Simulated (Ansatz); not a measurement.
# B20 (FeSi-type) FeSi

Calculation: PBEsol-D3(BJ) (PAW; Ansatz, a quantum-chemistry and plane-wave program).

Numerical settings: plane-wave cutoff 520 eV, 8×8×8 k mesh, Fermi–Dirac smearing 0.01 eV, no spin polarisation, scalar-relativistic PAW data made under PBE.

Cell: relaxed at this level.

```json
{
 "equilibrium_volume_per_atom": "10.39 Å³/atom",
 "bulk modulus B0": "257 GPa",
 "lattice_constant_a": "4.364 Å",
 "band_gap": "0.15 eV (indirect)",
 "smallest_direct_gap_on_the_k_points_sampled": "0.17 eV",
 "direct gap at Γ": "0.76 eV",
 "pressure derivative B′ of the bulk modulus": "4.6"
}
```

Measured, for comparison: band gap 0.05 eV (temperature not stated, no zero-point or thermal correction, indirect, transport; lower end of the printed range; as tabulated in Tomczak (2018), arXiv:1802.07220); equilibrium volume per atom 11.26 Å³/atom, lattice constant a 4.483 Å (temperature not stated, no zero-point or thermal correction; as tabulated in Wikipedia's data pages); bulk modulus 178 GPa (room temperature, no zero-point or thermal correction, our sources range from 169 to 185; as tabulated in Study of the compressibility of FeSi, MnSi, and CoS2 (JETP Letters), abstract). Computed (rounded) less measured: equilibrium volume per atom -7.7 %, bulk modulus +44 % (+39 % to +52 % over the range), lattice constant a -2.7 %.

Note: the bulk modulus comes from volumes at which shape and atoms were relaxed.
